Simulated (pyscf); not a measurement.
Single points on ωB97X-D3(BJ)/def2-SVP structures (PySCF, gas phase).

### Question
H₃C–I (SMILES CI) + CH₃• (SMILES [CH3]) -> I• (SMILES [I]) + H₃C–CH₃ (SMILES CC)
Surface: doublet. Broken: C–I. Formed: C–C. Give ΔE‡ and ΔE from ωB97M-D3(BJ)/def2-TZVP, relative to the separated reactants.

### Answer
ΔE‡ = 0.63 eV, ΔE = -1.53 eV. Zero-point energy shifts the barrier by +0.11 eV. It is a substitution at C, with an imaginary mode of 846i cm⁻¹. This is the saddle that the search found; another between the same sides may lie lower. The angle at the attacked C is 180°. Left out: the spin-orbit lowering of I, which is large for Br, Se, Te and I. Elements past Kr carry the def2 core potentials, without spin-orbit coupling.
